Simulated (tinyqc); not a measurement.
Worked calculation (part 1 of 2): UHF in the sto-3g basis, for LiH+, spin multiplicity 2. Computed by tinyqc, a small Python program that keeps every step (integrals from PySCF). Settings: charge = 1, multiplicity = 2, basis = sto-3g, energy threshold = 1e-08, iteration cap = 56, orthogonalisation = symmetric, start = core, DIIS depth = 6, damping = 0.3, shift = 0.5, method = UHF. Command: `OMP_NUM_THREADS=1 python tinyqc.py 31069 31070 out.jsonl` (the two numbers bound the seeds that draw the settings). One thread of a shared host (Intel(R) Xeon(R) Processor @ 2.60GHz), about 0.08 s of CPU time with the checks. Later iterations appear only in the table of the cycle.

## One-electron integrals

Geometry (angstrom):
```
atom,x,y,z
Li,0.000000,0.000000,0.000000
H,0.000000,0.000000,1.445000
```

Basis sto-3g: exponents (1/bohr^2) and contraction coefficients of normalised primitives:
```
element,l (shell),exponent,coefficient
Li,s (1),16.119575,0.154329
Li,s (1),2.936201,0.535328
Li,s (1),0.794651,0.444635
Li,s (2),0.636290,-0.099967
Li,s (2),0.147860,0.399513
Li,s (2),0.048089,0.700115
Li,p (3),0.636290,0.155916
Li,p (3),0.147860,0.607684
Li,p (3),0.048089,0.391957
H,s (1),3.425251,0.154329
H,s (1),0.623914,0.535328
H,s (1),0.168855,0.444635
```

Overlap, kinetic and nuclear-attraction integrals over the contracted functions; the nuclear repulsion is the sum of Za Zb / Rab.

nuclear repulsion = 1.09863781 hartree

overlap S:
```
,1Li 1s,1Li 2s,1Li 2px,1Li 2py,1Li 2pz,2H 1s
1Li 1s,1.000000,0.241137,0.000000,0.000000,0.000000,0.092392
1Li 2s,0.241137,1.000000,0.000000,0.000000,0.000000,0.433957
1Li 2px,0.000000,0.000000,1.000000,0.000000,0.000000,0.000000
1Li 2py,0.000000,0.000000,0.000000,1.000000,0.000000,0.000000
1Li 2pz,0.000000,0.000000,0.000000,0.000000,1.000000,0.538181
2H 1s,0.092392,0.433957,0.000000,0.000000,0.538181,1.000000
```

kinetic energy T (hartree):
```
,1Li 1s,1Li 2s,1Li 2px,1Li 2py,1Li 2pz,2H 1s
1Li 1s,3.576786,-0.020237,0.000000,0.000000,0.000000,-0.017441
1Li 2s,-0.020237,0.102163,0.000000,0.000000,0.000000,0.052902
1Li 2px,0.000000,0.000000,0.319682,0.000000,0.000000,0.000000
1Li 2py,0.000000,0.000000,0.000000,0.319682,0.000000,0.000000
1Li 2pz,0.000000,0.000000,0.000000,0.000000,0.319682,0.153611
2H 1s,-0.017441,0.052902,0.000000,0.000000,0.153611,0.760032
```

nuclear attraction V (hartree):
```
,1Li 1s,1Li 2s,1Li 2px,1Li 2py,1Li 2pz,2H 1s
1Li 1s,-8.349094,-1.052629,0.000000,0.000000,-0.019709,-0.405980
1Li 2s,-1.052629,-1.515317,0.000000,0.000000,-0.130183,-0.846824
1Li 2px,0.000000,0.000000,-1.470442,0.000000,0.000000,0.000000
1Li 2py,0.000000,0.000000,0.000000,-1.470442,0.000000,0.000000
1Li 2pz,-0.019709,-0.130183,0.000000,0.000000,-1.574926,-1.067024
2H 1s,-0.405980,-0.846824,0.000000,0.000000,-1.067024,-2.319628
```

core Hamiltonian H = T + V (hartree):
```
,1Li 1s,1Li 2s,1Li 2px,1Li 2py,1Li 2pz,2H 1s
1Li 1s,-4.772307,-1.072867,0.000000,0.000000,-0.019709,-0.423421
1Li 2s,-1.072867,-1.413154,0.000000,0.000000,-0.130183,-0.793921
1Li 2px,0.000000,0.000000,-1.150760,0.000000,0.000000,0.000000
1Li 2py,0.000000,0.000000,0.000000,-1.150760,0.000000,0.000000
1Li 2pz,-0.019709,-0.130183,0.000000,0.000000,-1.255245,-0.913413
2H 1s,-0.423421,-0.793921,0.000000,0.000000,-0.913413,-1.559596
```

## Two-electron integrals

Functions are numbered as in S; the eight-fold symmetry (ij|kl) = (ji|kl) = (kl|ij) leaves the list below.

Two-electron integrals (ij|kl) in chemists' order, unique and non-zero (hartree):
```
i,j,k,l,(ij|kl)
1,1,1,1,1.680395
2,1,1,1,0.265420
2,1,2,1,0.049941
2,2,1,1,0.397727
2,2,2,1,0.092860
2,2,2,2,0.290562
3,1,3,1,0.008981
3,2,3,1,0.013788
3,2,3,2,0.064184
3,3,1,1,0.396640
3,3,2,1,0.092880
3,3,2,2,0.290497
3,3,3,3,0.312946
4,1,4,1,0.008981
4,2,4,1,0.013788
4,2,4,2,0.064184
4,3,4,3,0.016869
4,4,1,1,0.396640
4,4,2,1,0.092880
4,4,2,2,0.290497
4,4,3,3,0.279207
4,4,4,4,0.312946
5,1,5,1,0.008981
5,2,5,1,0.013788
5,2,5,2,0.064184
5,3,5,3,0.016869
5,4,5,4,0.016869
5,5,1,1,0.396640
5,5,2,1,0.092880
5,5,2,2,0.290497
5,5,3,3,0.279207
5,5,4,4,0.279207
5,5,5,5,0.312946
6,1,1,1,0.099655
6,1,2,1,0.018816
6,1,2,2,0.035434
6,1,3,3,0.035016
6,1,4,4,0.035016
6,1,5,1,0.002225
6,1,5,2,0.004220
6,1,5,5,0.036287
6,1,6,1,0.007747
6,2,1,1,0.176487
6,2,2,1,0.041419
6,2,2,2,0.130750
6,2,3,3,0.124786
6,2,4,4,0.124786
6,2,5,1,0.006798
6,2,5,2,0.036507
6,2,5,5,0.142543
6,2,6,1,0.018436
6,2,6,2,0.089715
6,3,3,1,0.003862
6,3,3,2,0.016443
6,3,5,3,0.006073
6,3,6,3,0.007605
6,4,4,1,0.003862
6,4,4,2,0.016443
6,4,5,4,0.006073
6,4,6,4,0.007605
6,5,1,1,0.203131
6,5,2,1,0.048293
6,5,2,2,0.158680
6,5,3,3,0.148378
6,5,4,4,0.148378
6,5,5,1,0.010660
6,5,5,2,0.055819
6,5,5,5,0.179080
6,5,6,1,0.022654
6,5,6,2,0.120675
6,5,6,5,0.165920
6,6,1,1,0.363592
6,6,2,1,0.086970
6,6,2,2,0.295641
6,6,3,3,0.270865
6,6,4,4,0.270865
6,6,5,1,0.017990
6,6,5,2,0.109843
6,6,5,5,0.344642
6,6,6,1,0.041120
6,6,6,2,0.246502
6,6,6,5,0.346583
6,6,6,6,0.774606
```

## Orthogonalisation

S = U s U^T; symmetric (Loewdin) form X = U s^(-1/2) U^T, so that X^T S X = 1.

eigenvalues of S: 0.305860  0.796875  1.000000  1.000000  1.162583  1.734682

X:
```
,1Li 1s,1Li 2s,1Li 2px,1Li 2py,1Li 2pz,2H 1s
1Li 1s,1.022969,-0.124710,0.000000,0.000000,0.000591,-0.006573
1Li 2s,-0.124710,1.135046,0.000000,0.000000,0.139121,-0.323388
1Li 2px,0.000000,0.000000,1.000000,0.000000,0.000000,0.000000
1Li 2py,0.000000,0.000000,0.000000,1.000000,0.000000,0.000000
1Li 2pz,0.000591,0.139121,0.000000,0.000000,1.172401,-0.401385
2H 1s,-0.006573,-0.323388,0.000000,0.000000,-0.401385,1.284681
```

## Starting guess

The start is the orbitals of the core Hamiltonian; D(s) = C_occ C_occ^T for each spin.

D(alpha) at the start:
```
,1Li 1s,1Li 2s,1Li 2px,1Li 2py,1Li 2pz,2H 1s
1Li 1s,1.024011,-0.050045,0.000000,0.000000,-0.024384,-0.084289
1Li 2s,-0.050045,0.050732,0.000000,0.000000,0.054593,0.167903
1Li 2px,0.000000,0.000000,0.000000,0.000000,0.000000,0.000000
1Li 2py,0.000000,0.000000,0.000000,0.000000,0.000000,0.000000
1Li 2pz,-0.024384,0.054593,0.000000,0.000000,0.059638,0.183140
2H 1s,-0.084289,0.167903,0.000000,0.000000,0.183140,0.562480
```

D(beta) at the start:
```
,1Li 1s,1Li 2s,1Li 2px,1Li 2py,1Li 2pz,2H 1s
1Li 1s,1.010729,-0.024237,0.000000,0.000000,0.003757,0.002142
1Li 2s,-0.024237,0.000581,0.000000,0.000000,-0.000090,-0.000051
1Li 2px,0.000000,0.000000,0.000000,0.000000,0.000000,0.000000
1Li 2py,0.000000,0.000000,0.000000,0.000000,0.000000,0.000000
1Li 2pz,0.003757,-0.000090,0.000000,0.000000,0.000014,0.000008
2H 1s,0.002142,-0.000051,0.000000,0.000000,0.000008,0.000005
```

## Iteration 1: building the Fock matrix

J_ij = sum D_kl (ij|kl) with D = D(alpha) + D(beta), K_ij = sum D_kl (ik|jl) for each spin; F = H + J - K(s); E = tr D H + tr D J / 2 - 0.5 sum_s tr D(s) K(s) + E_nn.

Coulomb J (hartree):
```
,1Li 1s,1Li 2s,1Li 2px,1Li 2py,1Li 2pz,2H 1s
1Li 1s,3.745599,0.620369,0.000000,0.000000,0.017072,0.240672
1Li 2s,0.620369,1.090203,0.000000,0.000000,0.100221,0.581808
1Li 2px,0.000000,0.000000,1.067667,0.000000,0.000000,0.000000
1Li 2py,0.000000,0.000000,0.000000,1.067667,0.000000,0.000000
1Li 2pz,0.017072,0.100221,0.000000,0.000000,1.128177,0.723127
2H 1s,0.240672,0.581808,0.000000,0.000000,0.723127,1.412506
```

exchange K(alpha) (hartree):
```
,1Li 1s,1Li 2s,1Li 2px,1Li 2py,1Li 2pz,2H 1s
1Li 1s,1.691937,0.263752,0.000000,0.000000,0.008781,0.109982
1Li 2s,0.263752,0.161174,0.000000,0.000000,0.149096,0.271446
1Li 2px,0.000000,0.000000,0.023452,0.000000,0.000000,0.000000
1Li 2py,0.000000,0.000000,0.000000,0.023452,0.000000,0.000000
1Li 2pz,0.008781,0.149096,0.000000,0.000000,0.205604,0.347672
2H 1s,0.109982,0.271446,0.000000,0.000000,0.347672,0.671097
```

exchange K(beta) (hartree):
```
,1Li 1s,1Li 2s,1Li 2px,1Li 2py,1Li 2pz,2H 1s
1Li 1s,1.686013,0.257887,0.000000,0.000000,0.001952,0.097572
1Li 2s,0.257887,0.046311,0.000000,0.000000,0.000479,0.017620
1Li 2px,0.000000,0.000000,0.008462,0.000000,0.000000,0.000000
1Li 2py,0.000000,0.000000,0.000000,0.008462,0.000000,0.000000
1Li 2pz,0.001952,0.000479,0.000000,0.000000,0.008495,0.002245
2H 1s,0.097572,0.017620,0.000000,0.000000,0.002245,0.007299
```

F(alpha) (hartree):
```
,1Li 1s,1Li 2s,1Li 2px,1Li 2py,1Li 2pz,2H 1s
1Li 1s,-2.718645,-0.716250,0.000000,0.000000,-0.011418,-0.292731
1Li 2s,-0.716250,-0.484125,0.000000,0.000000,-0.179058,-0.483560
1Li 2px,0.000000,0.000000,-0.106545,0.000000,0.000000,0.000000
1Li 2py,0.000000,0.000000,0.000000,-0.106545,0.000000,0.000000
1Li 2pz,-0.011418,-0.179058,0.000000,0.000000,-0.332672,-0.537958
2H 1s,-0.292731,-0.483560,0.000000,0.000000,-0.537958,-0.818188
```

F(beta) (hartree):
```
,1Li 1s,1Li 2s,1Li 2px,1Li 2py,1Li 2pz,2H 1s
1Li 1s,-2.712721,-0.710384,0.000000,0.000000,-0.004589,-0.280321
1Li 2s,-0.710384,-0.369262,0.000000,0.000000,-0.030441,-0.229734
1Li 2px,0.000000,0.000000,-0.091555,0.000000,0.000000,0.000000
1Li 2py,0.000000,0.000000,0.000000,-0.091555,0.000000,0.000000
1Li 2pz,-0.004589,-0.030441,0.000000,0.000000,-0.135563,-0.192531
2H 1s,-0.280321,-0.229734,0.000000,0.000000,-0.192531,-0.154390
```

total energy of this density = -7.58901403 hartree

This density is the starting one.

## Iteration 1: diagonalisation and new density

A level shift of 0.5 hartree raises the virtual space: F + shift (S - S D(s) S), with D(s) the density of one spin. Diagonalise F' = X^T F X, C = X C', fill 2 alpha and 1 beta electrons from the bottom; D(s) = C_occ C_occ^T; the new density keeps 0.3 of the old one (damping). Each column has its largest component positive (the first on a tie).

F' = X^T F X (alpha) (hartree):
```
,1,2,3,4,5,6
1,-2.663394,-0.383153,0.000000,0.000000,0.028561,-0.062463
2,-0.383153,0.195944,0.000000,0.000000,-0.085123,-0.427400
3,0.000000,0.000000,0.393455,0.000000,0.000000,0.000000
4,0.000000,0.000000,0.000000,0.393455,0.000000,0.000000
5,0.028561,-0.085123,0.000000,0.000000,0.305083,-0.548817
6,-0.062463,-0.427400,0.000000,0.000000,-0.548817,-0.375138
```

orbital energies (alpha) (hartree): MO1 -2.719955, MO2 -0.830341, MO3 0.347255, MO4 0.393455, MO5 0.393455, MO6 0.665536

coefficients C (alpha):
```
,MO1,MO2,MO3,MO4,MO5,MO6
1Li 1s,0.994264,-0.144342,-0.217618,0.000000,0.000000,-0.072851
1Li 2s,0.016638,0.195814,0.930495,0.000000,0.000000,0.723446
1Li 2px,0.000000,0.000000,0.000000,0.972863,-0.231382,0.000000
1Li 2py,0.000000,0.000000,0.000000,0.231382,0.972863,0.000000
1Li 2pz,0.003459,0.218287,-0.449770,0.000000,0.000000,1.142381
2H 1s,0.014648,0.781743,-0.189000,0.000000,0.000000,-1.126535
```

F' = X^T F X (beta) (hartree):
```
,1,2,3,4,5,6
1,-2.654672,-0.401039,0.000000,0.000000,0.006475,-0.109075
2,-0.401039,0.313642,0.000000,0.000000,0.055829,-0.178950
3,0.000000,0.000000,0.408445,0.000000,0.000000,0.000000
4,0.000000,0.000000,0.000000,0.408445,0.000000,0.000000
5,0.006475,0.055829,0.000000,0.000000,0.478583,-0.218774
6,-0.109075,-0.178950,0.000000,0.000000,-0.218774,0.567344
```

orbital energies (beta) (hartree): MO1 -2.713208, MO2 0.247942, MO3 0.360902, MO4 0.408445, MO5 0.408445, MO6 0.809261

coefficients C (beta):
```
,MO1,MO2,MO3,MO4,MO5,MO6
1Li 1s,0.996041,-0.197448,-0.167563,0.000000,0.000000,0.053857
1Li 2s,0.014959,0.602392,0.741345,0.000000,0.000000,-0.717721
1Li 2px,0.000000,0.000000,0.000000,0.997084,-0.076309,0.000000
1Li 2py,0.000000,0.000000,0.000000,0.076309,0.997084,0.000000
1Li 2pz,0.001202,0.351818,-0.650143,0.000000,0.000000,-1.004254
2H 1s,0.002450,0.415304,-0.204245,0.000000,0.000000,1.304584
```

D(alpha) after iteration 1:
```
,1Li 1s,1Li 2s,1Li 2px,1Li 2py,1Li 2pz,2H 1s
1Li 1s,1.013780,-0.023219,0.000000,0.000000,-0.026963,-0.094079
1Li 2s,-0.023219,0.042254,0.000000,0.000000,0.046339,0.157695
1Li 2px,0.000000,0.000000,0.000000,0.000000,0.000000,0.000000
1Li 2py,0.000000,0.000000,0.000000,0.000000,0.000000,0.000000
1Li 2pz,-0.026963,0.046339,0.000000,0.000000,0.051254,0.174429
2H 1s,-0.094079,0.157695,0.000000,0.000000,0.174429,0.596680
```

D(beta) after iteration 1:
```
,1Li 1s,1Li 2s,1Li 2px,1Li 2py,1Li 2pz,2H 1s
1Li 1s,0.997687,0.003159,0.000000,0.000000,0.001965,0.002351
1Li 2s,0.003159,0.000331,0.000000,0.000000,-0.000014,0.000010
1Li 2px,0.000000,0.000000,0.000000,0.000000,0.000000,0.000000
1Li 2py,0.000000,0.000000,0.000000,0.000000,0.000000,0.000000
1Li 2pz,0.001965,-0.000014,0.000000,0.000000,0.000005,0.000004
2H 1s,0.002351,0.000010,0.000000,0.000000,0.000004,0.000006
```

Within a degenerate level the vectors are fixed only up to a rotation; this is one choice.

## Iteration 2: building the Fock matrix

As before.

Coulomb J (hartree):
```
,1Li 1s,1Li 2s,1Li 2px,1Li 2py,1Li 2pz,2H 1s
1Li 1s,3.731878,0.618949,0.000000,0.000000,0.017017,0.240180
1Li 2s,0.618949,1.090056,0.000000,0.000000,0.101013,0.583351
1Li 2px,0.000000,0.000000,1.067104,0.000000,0.000000,0.000000
1Li 2py,0.000000,0.000000,0.000000,1.067104,0.000000,0.000000
1Li 2pz,0.017017,0.101013,0.000000,0.000000,1.128934,0.725821
2H 1s,0.240180,0.583351,0.000000,0.000000,0.725821,1.420710
```

exchange K(alpha) (hartree):
```
,1Li 1s,1Li 2s,1Li 2px,1Li 2py,1Li 2pz,2H 1s
1Li 1s,1.686379,0.269982,0.000000,0.000000,0.004673,0.109118
1Li 2s,0.269982,0.161595,0.000000,0.000000,0.145761,0.271449
1Li 2px,0.000000,0.000000,0.023157,0.000000,0.000000,0.000000
1Li 2py,0.000000,0.000000,0.000000,0.023157,0.000000,0.000000
1Li 2pz,0.004673,0.145761,0.000000,0.000000,0.204290,0.349030
2H 1s,0.109118,0.271449,0.000000,0.000000,0.349030,0.682362
```

exchange K(beta) (hartree):
```
,1Li 1s,1Li 2s,1Li 2px,1Li 2py,1Li 2pz,2H 1s
1Li 1s,1.678670,0.266711,0.000000,0.000000,0.001279,0.101333
1Li 2s,0.266711,0.050707,0.000000,0.000000,0.000338,0.019413
1Li 2px,0.000000,0.000000,0.009088,0.000000,0.000000,0.000000
1Li 2py,0.000000,0.000000,0.000000,0.009088,0.000000,0.000000
1Li 2pz,0.001279,0.000338,0.000000,0.000000,0.009124,0.002459
2H 1s,0.101333,0.019413,0.000000,0.000000,0.002459,0.008168
```

F(alpha) (hartree):
```
,1Li 1s,1Li 2s,1Li 2px,1Li 2py,1Li 2pz,2H 1s
1Li 1s,-2.726808,-0.723899,0.000000,0.000000,-0.007365,-0.292359
1Li 2s,-0.723899,-0.484694,0.000000,0.000000,-0.174931,-0.482019
1Li 2px,0.000000,0.000000,-0.106813,0.000000,0.000000,0.000000
1Li 2py,0.000000,0.000000,0.000000,-0.106813,0.000000,0.000000
1Li 2pz,-0.007365,-0.174931,0.000000,0.000000,-0.330601,-0.536622
2H 1s,-0.292359,-0.482019,0.000000,0.000000,-0.536622,-0.821249
```

F(beta) (hartree):
```
,1Li 1s,1Li 2s,1Li 2px,1Li 2py,1Li 2pz,2H 1s
1Li 1s,-2.719099,-0.720629,0.000000,0.000000,-0.003971,-0.284574
1Li 2s,-0.720629,-0.373806,0.000000,0.000000,-0.029508,-0.229983
1Li 2px,0.000000,0.000000,-0.092744,0.000000,0.000000,0.000000
1Li 2py,0.000000,0.000000,0.000000,-0.092744,0.000000,0.000000
1Li 2pz,-0.003971,-0.029508,0.000000,0.000000,-0.135435,-0.190051
2H 1s,-0.284574,-0.229983,0.000000,0.000000,-0.190051,-0.147055
```

total energy of this density = -7.59684667 hartree

This density is a damped mixture and is not idempotent.

## Iteration 2: DIIS over 2 matrices

error matrix X^T (FDS - SDF) X (alpha):
```
,1,2,3,4,5,6
1,0.000000,0.044492,0.000000,0.000000,-0.018040,-0.011732
2,-0.044492,0.000000,0.000000,0.000000,-0.000120,0.017534
3,0.000000,0.000000,0.000000,0.000000,0.000000,0.000000
4,0.000000,0.000000,0.000000,0.000000,0.000000,0.000000
5,0.018040,0.000120,0.000000,0.000000,0.000000,0.020574
6,0.011732,-0.017534,0.000000,0.000000,-0.020574,0.000000
```

B (overlaps of the stored error matrices):
```
,1,2
1,4.9591441e-02,2.5053993e-02
2,2.5053993e-02,1.2802451e-02
```

Minimise |sum c_i e_i|^2 with sum c_i = 1: solve [B -1; -1 0][c; lambda] = [0; -1] with B_ij = tr e_i^T e_j summed over both spins, and take F = sum c_i F_i.

DIIS coefficients: -0.997203  1.997203

extrapolated F(alpha) (hartree):
```
,1Li 1s,1Li 2s,1Li 2px,1Li 2py,1Li 2pz,2H 1s
1Li 1s,-2.734948,-0.731526,0.000000,0.000000,-0.003325,-0.291988
1Li 2s,-0.731526,-0.485261,0.000000,0.000000,-0.170815,-0.480483
1Li 2px,0.000000,0.000000,-0.107081,0.000000,0.000000,0.000000
1Li 2py,0.000000,0.000000,0.000000,-0.107081,0.000000,0.000000
1Li 2pz,-0.003325,-0.170815,0.000000,0.000000,-0.328536,-0.535290
2H 1s,-0.291988,-0.480483,0.000000,0.000000,-0.535290,-0.824301
```

extrapolated F(beta) (hartree):
```
,1Li 1s,1Li 2s,1Li 2px,1Li 2py,1Li 2pz,2H 1s
1Li 1s,-2.725460,-0.730844,0.000000,0.000000,-0.003356,-0.288815
1Li 2s,-0.730844,-0.378337,0.000000,0.000000,-0.028577,-0.230232
1Li 2px,0.000000,0.000000,-0.093929,0.000000,0.000000,0.000000
1Li 2py,0.000000,0.000000,0.000000,-0.093929,0.000000,0.000000
1Li 2pz,-0.003356,-0.028577,0.000000,0.000000,-0.135308,-0.187578
2H 1s,-0.288815,-0.230232,0.000000,0.000000,-0.187578,-0.139739
```

## Iteration 2: diagonalisation and new density

As before.

F' = X^T F X (alpha) (hartree):
```
,1,2,3,4,5,6
1,-2.674303,-0.408730,0.000000,0.000000,0.038378,-0.057466
2,-0.408730,0.200092,0.000000,0.000000,-0.072792,-0.420236
3,0.000000,0.000000,0.392919,0.000000,0.000000,0.000000
4,0.000000,0.000000,0.000000,0.392919,0.000000,0.000000
5,0.038378,-0.072792,0.000000,0.000000,0.314024,-0.543878
6,-0.057466,-0.420236,0.000000,0.000000,-0.543878,-0.396788
```

orbital energies (alpha) (hartree): MO1 -2.737077, MO2 -0.832175, MO3 0.347077, MO4 0.392919, MO5 0.392919, MO6 0.665200

coefficients C (alpha):
```
,MO1,MO2,MO3,MO4,MO5,MO6
1Li 1s,0.992520,-0.140648,-0.226573,0.000000,0.000000,-0.076473
1Li 2s,0.024756,0.178895,0.929423,0.000000,0.000000,0.728952
1Li 2px,0.000000,0.000000,0.000000,0.996659,0.081677,0.000000
1Li 2py,0.000000,0.000000,0.000000,-0.081677,0.996659,0.000000
1Li 2pz,0.000523,0.204772,-0.451778,0.000000,0.000000,1.144095
2H 1s,0.011266,0.799317,-0.180299,0.000000,0.000000,-1.115615
```

F' = X^T F X (beta) (hartree):
```
,1,2,3,4,5,6
1,-2.659636,-0.431826,0.000000,0.000000,0.009658,-0.117044
2,-0.431826,0.305899,0.000000,0.000000,0.056834,-0.181981
3,0.000000,0.000000,0.406071,0.000000,0.000000,0.000000
4,0.000000,0.000000,0.000000,0.406071,0.000000,0.000000
5,0.009658,0.056834,0.000000,0.000000,0.477123,-0.218718
6,-0.117044,-0.181981,0.000000,0.000000,-0.218718,0.586259
```

orbital energies (beta) (hartree): MO1 -2.727323, MO2 0.255050, MO3 0.361089, MO4 0.406071, MO5 0.406071, MO6 0.820828

coefficients C (beta):
```
,MO1,MO2,MO3,MO4,MO5,MO6
1Li 1s,0.993296,-0.208943,-0.170110,0.000000,0.000000,0.053192
1Li 2s,0.025276,0.626795,0.723223,0.000000,0.000000,-0.715021
1Li 2px,0.000000,0.000000,0.000000,0.991116,-0.133001,0.000000
1Li 2py,0.000000,0.000000,0.000000,0.133001,0.991116,0.000000
1Li 2pz,0.000357,0.355523,-0.666074,0.000000,0.000000,-0.992440
2H 1s,0.002947,0.391072,-0.199142,0.000000,0.000000,1.312835
```

D(alpha) after iteration 2:
```
,1Li 1s,1Li 2s,1Li 2px,1Li 2py,1Li 2pz,2H 1s
1Li 1s,1.007548,-0.007379,0.000000,0.000000,-0.027886,-0.099092
1Li 2s,-0.007379,0.035507,0.000000,0.000000,0.039554,0.147599
1Li 2px,0.000000,0.000000,0.000000,0.000000,0.000000,0.000000
1Li 2py,0.000000,0.000000,0.000000,0.000000,0.000000,0.000000
1Li 2pz,-0.027886,0.039554,0.000000,0.000000,0.044729,0.166907
2H 1s,-0.099092,0.147599,0.000000,0.000000,0.166907,0.626328
```

D(beta) after iteration 2:
```
,1Li 1s,1Li 2s,1Li 2px,1Li 2py,1Li 2pz,2H 1s
1Li 1s,0.989952,0.018522,0.000000,0.000000,0.000838,0.002754
1Li 2s,0.018522,0.000547,0.000000,0.000000,0.000002,0.000055
1Li 2px,0.000000,0.000000,0.000000,0.000000,0.000000,0.000000
1Li 2py,0.000000,0.000000,0.000000,0.000000,0.000000,0.000000
1Li 2pz,0.000838,0.000002,0.000000,0.000000,0.000002,0.000002
2H 1s,0.002754,0.000055,0.000000,0.000000,0.000002,0.000008
```

Within a degenerate level the vectors are fixed only up to a rotation; this is one choice.
